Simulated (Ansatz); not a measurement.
Input for Ansatz (development build ahead of 0.2.0):

```yaml
crystal:
  periodic: [false, false, false]
  atoms:
    - { symbol: "N", position_ang: [0.0, 0.0, -0.56399] }
    - { symbol: O, position_ang: [0.0, 0.0, 0.56399] }
basis:
  gaussian: { orbitals: "6-31G" }
magnetization:
  spin_polarized: true
  initial_magnetization: 1
hamiltonian:
  xc: hf
correlation:
  method: ccsd_t
  frozen_orbitals: { "N": 1, O: 1 }
```

The input is written out in the form of the current development build from the run's settings.

Results

```yaml
Converged: yes
Reference_energy: -129.17269 hartree
Correlation_energy: -0.22727 hartree
Total_energy: -129.39996 hartree
```
